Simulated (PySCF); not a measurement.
**Bond curve of S₂⁺**

Set-up: PySCF, no relativity, basis sets S STO-3G. Energies in eV from S⁺ + S in their ground configurations at the same level. All curves are PBE0. state 1: ²Πg (doublet), unpaired electrons π ↑; state 2: ⁴Πu (quartet), unpaired electrons π ↑↑↑, a second solution, started from another occupation; state 3: Ms = 0.5 determinant of mixed spin (⟨S²⟩ near 1.8), unpaired electrons π ↑↑↓, a mixture of terms (⟨Lz²⟩ = 3.0), a second solution, started from another occupation; state 4: sextet, unpaired electrons σ ↑, π ↑↑↑↑, a second solution, started from another occupation.

```tsv
R (Å)	state 1	state 2	state 3	state 4
1.644	-3.149	1.262	1.889	14.179
1.721	-4.370	-0.813	-0.192	10.265
1.797	-5.024	-2.236	-1.619	7.164
1.855	-5.238	-2.971	-2.358	5.279
1.912	-5.272	-3.484	-2.874	3.706
1.969	-5.167	-3.815	-3.208	2.402
2.046	-4.868	-4.036	-3.433	1.014
2.141	-4.319	-4.050	-3.451	-0.272
2.256	-3.515	-3.807	-3.213	-1.314
2.409	-2.357	-3.236	-2.647	-2.108
```

**Question.** Put a parabola through the three lowest points of the state 1 curve and estimate Re, k and ωe (reduced mass 15.99 u; 1 eV/Å² = 0.16022 mdyn/Å; ωe = 1302.8·√(k/μ) cm⁻¹).

**Answer.** Through R = 1.855, 1.912, 1.969 Å the second-order coefficient is 21.4 eV/Å², so Re ≈ 1.897 Å, k ≈ 6.85 mdyn/Å and ωe ≈ 853 cm⁻¹. A polynomial fit of higher order to the unrounded PBE0 energies gives Re = 1.895 Å, k = 7.26 mdyn/Å, ωe = 878 cm⁻¹; anharmonicity and rounding make the difference.

The higher-order fit for each curve: state 1: Re = 1.895 Å, ωe = 878 cm⁻¹, De = 5.28 eV; state 2: Re = 2.097 Å, ωe = 669 cm⁻¹, minimum 4.07 eV below the ground-state fragments; state 3: Re = 2.099 Å, ωe = 667 cm⁻¹, minimum 3.47 eV below the ground-state fragments; state 4: Re = 2.739 Å, ωe = 298 cm⁻¹, minimum 2.58 eV below the ground-state fragments.

STO-3G is very small, so such numbers show the basis as much as the molecule. The state is the lowest determinant that a PBE0 search found; another state may lie lower at other levels.
